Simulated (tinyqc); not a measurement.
Worked calculation (part 3 of 3): UHF in the sto-3g basis, for NH3, spin multiplicity 1. Computed by tinyqc, a small Python program that keeps every step (integrals from PySCF). Command: `OMP_NUM_THREADS=1 python tinyqc.py 23077 23078 out.jsonl` (the two numbers bound the seeds that draw the settings). One thread of a shared host (Intel(R) Xeon(R) Processor @ 2.60GHz), about 0.1 s of CPU time with the checks.

Geometry (angstrom):

| atom | x | y | z |
|---|---|---|---|
| N | 0.000000 | 0.000000 | 0.497000 |
| H | 0.934000 | 0.000000 | 0.000000 |
| H | -0.467000 | 0.809000 | 0.000000 |
| H | -0.467000 | -0.809000 | 0.000000 |

## Iteration 11 (converged): orbitals

converged F(alpha) (hartree), lower triangle:
```
             1N 1s      1N 2s     1N 2px     1N 2py     1N 2pz      2H 1s      3H 1s      4H 1s
1N 1s   -15.317945
1N 2s    -3.894104  -1.921979
1N 2px   -0.000002  -0.000032  -0.278703
1N 2py    0.000000   0.000002   0.000001  -0.278689
1N 2pz    0.027158   0.126391   0.000023   0.000005  -0.338242
2H 1s    -0.882892  -0.826826  -0.414041   0.000000   0.263651  -0.499817
3H 1s    -0.882683  -0.826696   0.206983  -0.358565   0.263610  -0.318551  -0.499701
4H 1s    -0.882683  -0.826696   0.206983   0.358566   0.263612  -0.318552  -0.318463  -0.499707
```

converged F(beta) (hartree), lower triangle:
```
             1N 1s      1N 2s     1N 2px     1N 2py     1N 2pz      2H 1s      3H 1s      4H 1s
1N 1s   -15.317945
1N 2s    -3.894104  -1.921979
1N 2px   -0.000002  -0.000032  -0.278703
1N 2py    0.000000  -0.000002  -0.000001  -0.278689
1N 2pz    0.027158   0.126391   0.000023  -0.000005  -0.338242
2H 1s    -0.882892  -0.826826  -0.414041   0.000000   0.263651  -0.499817
3H 1s    -0.882683  -0.826696   0.206983  -0.358566   0.263612  -0.318552  -0.499707
4H 1s    -0.882683  -0.826696   0.206983   0.358565   0.263610  -0.318551  -0.318463  -0.499701
```

X, lower triangle:
```
            1N 1s      1N 2s     1N 2px     1N 2py    1N 2pz      2H 1s      3H 1s     4H 1s
1N 1s    1.024980
1N 2s   -0.152385   1.351706
1N 2px  -0.000002   0.000037   1.120002
1N 2py   0.000000   0.000000   0.000000   1.120001
1N 2pz   0.012734  -0.137837  -0.000018   0.000000  1.057558
2H 1s    0.022085  -0.291984  -0.271631   0.000000  0.122325   1.222014
3H 1s    0.022084  -0.291916   0.135785  -0.235212  0.122289  -0.055211   1.221942
4H 1s    0.022084  -0.291916   0.135785   0.235212  0.122289  -0.055211  -0.055191  1.221942
```

Diagonalise F' = X^T F X, C = X C', fill 5 alpha and 5 beta electrons from the bottom; D(s) = C_occ C_occ^T. Each column has its largest component positive (the first on a tie).

F' = X^T F X (alpha) (hartree), lower triangle:
```
            1          2          3          4          5          6          7         8
1  -15.025233
2   -2.062030  -0.820710
3    0.000000   0.000019   0.008179
4    0.000000   0.000002   0.000002   0.008195
5    0.053261  -0.119406  -0.000008   0.000006  -0.210801
6   -0.126923  -0.435143  -0.490435   0.000000   0.223252   0.031343
7   -0.126857  -0.435066   0.245185  -0.424702   0.223205  -0.073106   0.031318
8   -0.126858  -0.435063   0.245185   0.424702   0.223210  -0.073106  -0.073079  0.031311
```

orbital energies (alpha) (hartree): MO1 -15.325549, MO2 -1.084756, MO3 -0.546247, MO4 -0.546243, MO5 -0.370912, MO6 0.609602, MO7 0.658836, MO8 0.658871

coefficients C (alpha):
```
              MO1        MO2        MO3        MO4        MO5        MO6        MO7        MO8
1N 1s    0.993561  -0.218117   0.000001   0.000020  -0.105866  -0.171712  -0.000004  -0.000217
1N 2s    0.030417   0.744736  -0.000005  -0.000102   0.530877   1.134736   0.000026   0.001487
1N 2px   0.000001   0.000034   0.015129   0.597164   0.000053  -0.001195   0.008249   1.004072
1N 2py   0.000000  -0.000001   0.597144  -0.015132   0.000000  -0.000010   1.004079  -0.008247
1N 2pz  -0.005490  -0.148461  -0.000012  -0.000047   0.834255  -0.681476  -0.000007  -0.000883
2H 1s   -0.006161   0.157530   0.012863   0.507582  -0.160574  -0.678490  -0.007821  -0.951343
3H 1s   -0.006159   0.157490   0.433146  -0.264934  -0.160619  -0.680180  -0.819191   0.481136
4H 1s   -0.006159   0.157491  -0.446007  -0.242661  -0.160641  -0.680193   0.826969   0.467612
```

F' = X^T F X (beta) (hartree), lower triangle:
```
            1          2          3          4          5          6          7         8
1  -15.025233
2   -2.062030  -0.820710
3    0.000000   0.000019   0.008179
4    0.000000  -0.000002  -0.000002   0.008195
5    0.053261  -0.119406  -0.000008  -0.000006  -0.210801
6   -0.126923  -0.435143  -0.490435   0.000000   0.223252   0.031343
7   -0.126858  -0.435063   0.245185  -0.424702   0.223210  -0.073106   0.031311
8   -0.126857  -0.435066   0.245185   0.424702   0.223205  -0.073106  -0.073079  0.031318
```

orbital energies (beta) (hartree): MO1 -15.325549, MO2 -1.084756, MO3 -0.546247, MO4 -0.546243, MO5 -0.370912, MO6 0.609602, MO7 0.658836, MO8 0.658871

coefficients C (beta):
```
              MO1        MO2        MO3        MO4        MO5        MO6        MO7        MO8
1N 1s    0.993561  -0.218117  -0.000001   0.000020  -0.105866  -0.171712   0.000004  -0.000217
1N 2s    0.030417   0.744736   0.000005  -0.000102   0.530877   1.134736  -0.000026   0.001487
1N 2px   0.000001   0.000034  -0.015129   0.597164   0.000053  -0.001195  -0.008249   1.004072
1N 2py   0.000000   0.000001   0.597144   0.015132   0.000000   0.000010   1.004079   0.008247
1N 2pz  -0.005490  -0.148461   0.000012  -0.000047   0.834255  -0.681476   0.000007  -0.000883
2H 1s   -0.006161   0.157530  -0.012863   0.507582  -0.160574  -0.678490   0.007821  -0.951343
3H 1s   -0.006159   0.157491   0.446007  -0.242661  -0.160641  -0.680193  -0.826969   0.467612
4H 1s   -0.006159   0.157490  -0.433146  -0.264934  -0.160619  -0.680180   0.819191   0.481136
```

D(alpha) after iteration 11, lower triangle:
```
            1N 1s      1N 2s     1N 2px     1N 2py     1N 2pz      2H 1s      3H 1s     4H 1s
1N 1s    1.045946
1N 2s   -0.188419   0.837388
1N 2px   0.000000  -0.000007   0.356833
1N 2py   0.000001  -0.000003  -0.000002   0.356810
1N 2pz  -0.061392   0.332156   0.000011  -0.000007   0.718053
2H 1s   -0.023472   0.031834   0.303301   0.000000  -0.157337   0.308442
3H 1s   -0.023472   0.031857  -0.151659   0.262659  -0.157337  -0.078266   0.308445
4H 1s   -0.023470   0.031848  -0.151659  -0.262659  -0.157346  -0.078265  -0.078254  0.308454
```

D(beta) after iteration 11, lower triangle:
```
            1N 1s      1N 2s     1N 2px     1N 2py     1N 2pz      2H 1s      3H 1s     4H 1s
1N 1s    1.045946
1N 2s   -0.188419   0.837388
1N 2px   0.000000  -0.000007   0.356833
1N 2py  -0.000001   0.000003   0.000002   0.356810
1N 2pz  -0.061392   0.332156   0.000011   0.000007   0.718053
2H 1s   -0.023472   0.031834   0.303301   0.000000  -0.157337   0.308442
3H 1s   -0.023470   0.031848  -0.151659   0.262659  -0.157346  -0.078265   0.308454
4H 1s   -0.023472   0.031857  -0.151659  -0.262659  -0.157337  -0.078266  -0.078254  0.308445
```

Within a degenerate level the vectors are fixed only up to a rotation; this is one choice.

## Convergence

Stop when the energy changes by less than 1e-09 hartree and every element of the error matrix X^T (F D S - S D F) X (for each spin) is below 9e-06.

Course of the cycle:

| iteration | E (hartree) | change | largest element of the error matrix |
|---|---|---|---|
| 1 | -55.12841361 | - | 2.03e-01 |
| 2 | -55.42523865 | -2.97e-01 | 6.34e-02 |
| 3 | -55.44728319 | -2.20e-02 | 1.74e-02 |
| 4 | -55.45174016 | -4.46e-03 | 7.54e-03 |
| 5 | -55.45258807 | -8.48e-04 | 2.37e-03 |
| 6 | -55.45268881 | -1.01e-04 | 7.56e-04 |
| 7 | -55.45269773 | -8.92e-06 | 4.18e-04 |
| 8 | -55.45269993 | -2.20e-06 | 7.49e-05 |
| 9 | -55.45270000 | -7.05e-08 | 2.44e-05 |
| 10 | -55.45270001 | -9.40e-09 | 7.41e-06 |
| 11 | -55.45270001 | -5.82e-10 | 3.05e-06 |

PySCF UHF in the same basis, after a stability check = -55.45270001 hartree

Converged in 11 iterations.

## Populations, bond orders and dipole

overlap S, lower triangle:
```
           1N 1s     1N 2s     1N 2px     1N 2py     1N 2pz     2H 1s     3H 1s     4H 1s
1N 1s   1.000000
1N 2s   0.235038  1.000000
1N 2px  0.000000  0.000000   1.000000
1N 2py  0.000000  0.000000   0.000000   1.000000
1N 2pz  0.000000  0.000000   0.000000   0.000000   1.000000
2H 1s   0.052393  0.466640   0.373810   0.000000  -0.198912  1.000000
3H 1s   0.052381  0.466579  -0.186871   0.323723  -0.198876  0.216324  1.000000
4H 1s   0.052381  0.466579  -0.186871  -0.323723  -0.198876  0.216324  0.216260  1.000000
```

Mulliken: Z minus the diagonal of D S on the atom; Loewdin: the same with S^(1/2) D S^(1/2); Mayer order: 2 sum_s sum (D(s) S)_ij (D(s) S)_ji over the two atoms.

Charges (e):

| atom | Mulliken | Loewdin | Mulliken spin |
|---|---|---|---|
| 1N | -0.402686 | -0.263061 | 0 |
| 2H | 0.134242 | 0.087692 | 0 |
| 3H | 0.134222 | 0.087685 | -0.000007 |
| 4H | 0.134222 | 0.087685 | 0.000007 |

Mayer bond orders:

| pair | order |
|---|---|
| 2-1 | 0.969031 |
| 3-1 | 0.969032 |
| 3-2 | 0.006474 |
| 4-1 | 0.969032 |
| 4-2 | 0.006474 |
| 4-3 | 0.006478 |

dipole moment about the origin, x y z (debye): 0.000060  0.000000  -1.985308

<S^2> of the determinant (pure state: 0) = 2.45e-10
